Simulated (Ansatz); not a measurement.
Born–Oppenheimer molecular dynamics of C2H5N (8 atoms, charge 0, multiplicity 1). It starts from a relaxed structure.

Method: RKS B3LYP-D4/def2-SVP (Ansatz).

| Property | Result |
| --- | --- |
| ensemble | NVT, Nosé–Hoover chain |
| time step | 0.5 fs |
| steps asked | 250 |
| set temperature | 200 K |
| thermostat | time constant 100 fs, chain length 3 (defaults) |
| seed | 315148 |

First frame:

```xyz
8
Properties=species:S:1:pos:R:3
C -0.954 0.441 -0.576
C 0.171 0.375 0.155
N 0.787 -0.768 0.642
H -1.481 -0.457 -0.912
H -1.384 1.409 -0.837
H 0.665 1.302 0.472
H 0.499 -1.645 0.219
H 1.789 -0.712 0.780
```

(1) How far do the bonds stretch over the last three quarters of this one trajectory? (Pairs bonded in most of those frames.)

Results:

(1) 
```tsv
bond	mean (Å)	spread (Å)	shortest	longest
C1–C2	1.344	0.008	1.32	1.36
C1–H4	1.099	0.034	1.05	1.15
C1–H5	1.092	0.018	1.06	1.12
C2–N3	1.388	0.018	1.35	1.42
C2–H6	1.098	0.004	1.09	1.11
N3–H7	1.016	0.021	0.99	1.05
N3–H8	1.014	0.016	0.99	1.04
```

Mean temperature of the second half: 127 K. The conserved energy stayed within 0.32 meV per atom of its start (net change 0.23 meV per atom), so the integration is sound. The mean temperature of the second half is 36 % below the set value. A run of 0.12 ps of so small a system gives no equilibrium averages.

The run took 3.9 min on 1 CPU thread of a shared host.
